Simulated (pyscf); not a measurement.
Thermochemistry of product channels of Cl–In [singlet] + NH₃ on the singlet surface, in kcal/mol, from ωB97M-D3(BJ)/def2-TZVP energies (ideal gas, 1 atm, RRHO with modes under 100 cm⁻¹ raised to 100, one conformer, R ln 2 for rigid chiral ones). PySCF, gas phase, ωB97X-D3(BJ)/def2-SVP geometries.

| products | ΔE | ΔH(298 K) | ΔG(298 K) | ΔG(1200 K) |
|---|---|---|---|---|
| HN=In–Cl + H₂ | +82.5 | +75.8 | +76.5 | ___ |
| H₂N–InH–Cl | ___ | +14.4 | +22.4 | +43.6 |

Fill in the missing entries.


- HN=In–Cl + H₂, ΔG(1200 K): +75.3
- H₂N–InH–Cl, ΔE: +17.0

These are energies of the channels, which say nothing of barriers. Elements past Kr carry the def2 core potentials, without spin-orbit coupling.
